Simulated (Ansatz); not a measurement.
Reaction (substitution at a C–C bond): `COCCC#N` + `OCO` → `N#COCO` + `CCOC`

Gas-phase electronic energies from Ansatz, PBE0-D4/def2-TZVP geometries. CBS: MP2 limit from def2 TZ/QZ plus the TZ coupled-cluster correction, frozen cores. This one scheme is used for every species. Functionals use def2-TZVPP. One conformer a species, not always the lowest.

Problem. Is it downhill or uphill in electronic energy at CCSD(T)/CBS, and by how much? (Estimate.)

Solution. Ansatz gave: Uphill: ΔE = +74.5 kJ/mol.

Problem. What do these levels give: PBE-D4, ωB97M-V, B2PLYP, r2SCAN, HF/def2-TZVPP, MP2/def2-TZVPP, SCS-MP2/def2-TZVPP, CCSD/def2-TZVPP, HF/def2-QZVPP, MP2/def2-QZVPP, SCS-MP2/def2-QZVPP, CCSD/CBS(def2)? (Best estimate.)

Solution. Ansatz gave: PBE-D4 56.4, ωB97M-V 68.4, B2PLYP 63.3, r2SCAN 56.5, HF/def2-TZVPP 64.3, MP2/def2-TZVPP 74.6, SCS-MP2/def2-TZVPP 72.5, CCSD/def2-TZVPP 73.1, HF/def2-QZVPP 64.2, MP2/def2-QZVPP 76.3, SCS-MP2/def2-QZVPP 74.3, CCSD/CBS(def2) 76.1 kJ/mol.

Largest T1 diagnostic among the species: 0.014.

From PBE to PBE0 (25 % exact exchange), in def2-TZVPP and without D4, ΔE moves by +6.3 kJ/mol. In def2-TZVPP, CCSD(T) changes the Hartree–Fock value by +7.2 kJ/mol (the triples alone add −1.5 kJ/mol) and MP2 by +10.3 kJ/mol.
